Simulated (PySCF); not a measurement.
# PH₃S: electronic excitations and core binding energies

Wanted: the electronic excitations and core binding energies of PH₃S (`[PH3]=S`), by calculation.

Programs: PySCF 2.14.0, with density-fitted response routines of our own. Each step states its level of theory. These are calculated values for one molecule in the gas phase, unless marked as measured. Atoms count from 0, in the outputs and in this text.

## (1) The starting structure

5 atoms, charge 0, multiplicity 1; geometry from: GFN2-xTB.

Bonds of the start (Å): P0–S1 1.91, P0–H2 1.39, P0–H3 1.39, P0–H4 1.39.

## (2) TDDFT and polarisability: PBE0/def2-SVPD

Job settings and geometry (Å):

```
{"job": {"kind": "uv", "xc": "PBE0", "basis": "def2-SVPD", "nstates": 8, "ntriplets": 3}, "charge": 0, "multiplicity": 1}
P      0.014234     0.000171    -0.005313
S      1.913662    -0.018695    -0.237836
H     -0.515749    -0.600132     1.135823
H     -0.628242     1.235229     0.066880
H     -0.775283    -0.613721    -0.976741
```

With the program's defaults for keys left out, this is: TDDFT PBE0/def2-SVPD, vertical, gas phase, core orbitals frozen in the response.

**Question.** This job is followed by: delta-SCF UKS SCAN, pcX-2 on the ionised atom, pcseg-1 elsewhere, spin-free X2C. What will the session give for the following? lowest singlet (PBE0/def2-SVPD); brightest single state of those computed; lowest triplet; P1s binding energies, SCAN/pcX-2; P2p binding energies, SCAN/pcX-2; S1s binding energies, SCAN/pcX-2; S2p binding energies, SCAN/pcX-2.

As calculated:

| quantity | value |
| --- | --- |
| lowest singlet (PBE0/def2-SVPD) | 5.42 eV (229 nm), f = 0.021 |
| brightest single state of those computed | state 8, 6.75 eV, f = 0.177 |
| lowest triplet | 4.90 eV |
| P1s binding energies, SCAN/pcX-2 | P0 2152.62 eV |
| P2p binding energies, SCAN/pcX-2 | P0 139.11 eV |
| S1s binding energies, SCAN/pcX-2 | S1 2476.03 eV |
| S2p binding energies, SCAN/pcX-2 | S1 168.59 eV |

What this shows: The first singlet state (HOMO→LUMO 0.93) lies at 5.42 eV and is weak; of the 8 states computed, the strongest absorption comes from state 8 at 6.75 eV (the last computed, so partners may be missing). The lowest triplet lies 0.52 eV below the lowest singlet (triplets in Tamm-Dancoff, singlets in full TDDFT).
